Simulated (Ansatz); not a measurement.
in.yaml

```yaml
crystal:
  periodic: [false, false, false]
  atoms:
    - {symbol: Al, position_ang: [0.000000, 0.000000, 0.000000]}
    - {symbol: P, position_ang: [0.000000, 0.000000, 8.034000]}
basis:
  gaussian: {orbitals: cc-pVDZ}
total_charge: 1
magnetization: {spin_polarized: false, initial_magnetization: 1}
hamiltonian: {xc: hf}
scf: {lower_state_search: off}
output: {orbitals: {seedname: orbitals}}
```

```sh
$ ansatz run in.yaml --threads 1 --pin off --events-out ev --progress --plain --max-ram 2393MiB
```

Log:

```
these checks for a lower state are left out or cut short: stability, starts, cluster_reference, orbital_swaps, neighbouring_geometries, increment
374 factors; integrals over basis functions are off by at most 9.8e-5 eV
mean field evaluation 1: about -15844.5666 eV, gradient 6.7e0 eV
mean field evaluation 2: about -15844.5755 eV, gradient 6.6e0 eV
mean field evaluation 4: about -15844.7700 eV, gradient 2.6e-1 eV
mean field evaluation 8: about -15844.7711 eV, gradient 7.6e-7 eV
mean field -15844.77112182 eV, -582.2845987552 hartree, gradient 2.0e-6 eV, S^2 0.750000; 0 other end points of the search recorded, 0 dependent functions left out
reference -15844.77112182 eV, -582.2845987552 hartree; 14, 13 occupied and 22, 23 virtual orbitals, 374 factors
Total energy: -15844.77112182 eV, -582.2845987552 hartree
Checks for a lower state left out: stability, starts, cluster_reference, orbital_swaps, neighbouring_geometries, increment
```

Ran on 1 thread of Arm Neoverse V2, shared host: 0.15 s wall, 0.06 GiB peak host memory.
